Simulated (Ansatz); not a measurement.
A made-up structure of Si$_{2}$H$_{4}$Cl (charge -1), singlet:

Si1  (-0.688, 0.394, -0.302)
Si2  (1.350, -0.819, -0.420)
Cl3  (0.973, -2.069, 1.386)
H4  (-1.897, -0.387, -0.748)
H5  (-0.674, 1.570, -1.249)
H6  (-1.132, 0.993, 1.008)
H7  (0.901, -3.186, 2.104)
(Å)

It is relaxed with PBE-D4/def2-SVPD and then PBE0-D4/def2-TZVPD (Ansatz 0.2.0). Atoms count as bonded within 1.22 times the sum of their covalent radii (H–H: 0.88 Å). The end point is not checked to be a true minimum.

Task: Does its bonding change? (A judgement: the text doesn't fix the answer.)

Result: By the calculation: No: no bond forms or breaks.

Where it ends: The first stage lowers the energy by 1.00 eV in 14 steps. It ends as Si₂H₄Cl ([SiH3][Si][ClH]), total charge -1:
```xyz
7
angstrom
Si -0.6393 0.2858 -0.2595
Si 1.4684 -0.7322 -0.4489
Cl 1.1569 -1.8324 1.5645
H -1.8892 -0.5162 -0.5752
H -0.7061 1.4058 -1.2741
H -1.0587 0.9596 1.0309
H 0.5023 -3.0733 1.7408
```

Labels in which every atom is bracketed show which atoms are joined, not bond orders.

For scale, one of the runs: PBE0-D4/def2-TZVPD relaxation, 168 basis functions, launched by `ansatz run in.yaml --threads 2 --pin off --events-out ev --progress --plain --max-ram 4352MiB`. Hardware: 2 CPU threads of an Arm Neoverse V2, shared host. Wall time about 66 s.
